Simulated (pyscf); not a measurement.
This saddle point was located with ωB97X-D3(BJ)/def2-SVP in PySCF.

```xyz
7

O     -0.1374     0.8967     0.6157
Mo    -1.3947    -0.2474     0.2592
O     -0.5861    -0.5744    -1.2424
F     -2.9536     0.6601    -0.0840
F     -1.2112    -1.7022     1.3638
H      0.6416     0.8396    -0.4099
H      0.4461     0.1985    -1.2196
```
Charge 0, spin multiplicity 1.

Surface: singlet, charge 0. Lowest wavenumbers (cm⁻¹): 1921i, 191, 200, 245, 257.

Problem. Name the species on either side of this saddle.

Solution. `[O]=[Mo](=[O])([F])[F]` + `[H][H]` <-> `[OH][Mo]([OH])([F])[F]` [singlet], an addition across a multiple bond or ene-type step read from left to right: H–H broken and H–O, H–O formed. At ωB97M-D3(BJ)/def2-TZVP it lies +49.2 kcal/mol from the left side and +37.6 kcal/mol from the right (each side as separated species at their lowest minima found). On the product side the descent ends in a point that may be a rotor saddle (no frequency run), 2.7 kcal/mol over the lowest minimum found and 33.4 kcal/mol under the saddle at ωB97X-D3(BJ)/def2-TZVP. The same reactants have a lower exit, to O=MoH(OH)(F)–F (barrier +37.9 kcal/mol at ωB97M-D3(BJ)/def2-TZVP, against +49.2 kcal/mol here). The other spin state of HO–Mo(OH)(F)–F [singlet] is not in these data. One saddle was located; it need not be the lowest between these sides. A restricted singlet here is unstable towards spin polarisation, as is usual where a triplet lies low; its energy is less safe. Elements past Kr carry the def2 core potentials, without spin-orbit coupling.
